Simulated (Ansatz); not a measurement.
# Worked example: correlation energy of BH2⁻, singlet

Geometry: a PBE0/def2-TZVPD stationary point for this spin, not checked as a minimum.

```json
{"atom": "B", "x (Å)": "0.0000", "y (Å)": "-0.1234", "z (Å)": "0.0000"}
{"atom": "H", "x (Å)": "0.0000", "y (Å)": "0.6616", "z (Å)": "-0.9691"}
{"atom": "H", "x (Å)": "0.0000", "y (Å)": "0.6616", "z (Å)": "0.9691"}
```

Basis 6-31++G** (Cartesian d functions); Ansatz 0.2.0. Correlated methods freeze the noble-gas cores, which leaves 6 electrons in 30 orbitals. R marks a restricted (for open shells ROHF) determinant.

Full CI is exact within this basis and frozen core; it isn't the basis-set limit.

Runs differ by some tens of microhartree through their thresholds, so steps under 0.03 kcal/mol mean nothing.

| level | total energy (hartree) |
| --- | --- |
| RHF | -25.712570 |
| RMP2 | -25.807447 |
| RCCSD | -25.830065 |
| RCCSD(T) | -25.833363 |
| RCCSDT | -25.834088 |
| RCCSDT(Q) | -25.834219 |
| RCCSDTQ | -25.834242 |
| full CI | -25.834243 |

Problem. What is the correlation energy at full CI, and what share of it do RMP2 and RCCSD(T) recover?

Solution. E(corr) = -25.834243 − (-25.712570) = -0.121673 hartree = -3.311 eV. RMP2: -0.094877 / -0.121673 = 77.98 %. RCCSD(T): -0.120793 / -0.121673 = 99.28 %.

Problem. By how many kcal/mol does RCCSD(T) miss full CI (1 hartree = 627.509 kcal/mol), and which steps make up the rest?

Solution. -25.833363 − (-25.834243) = 0.000880 hartree = 0.55 kcal/mol. Steps: RCCSDT − RCCSD(T) = -0.45, RCCSDT(Q) − RCCSDT = -0.08, RCCSDTQ − RCCSDT(Q) = -0.01, full CI − RCCSDTQ = 0.00 kcal/mol. That is within 1 kcal/mol of the reference in this basis, which itself misses far more of the correlation at the basis-set limit.
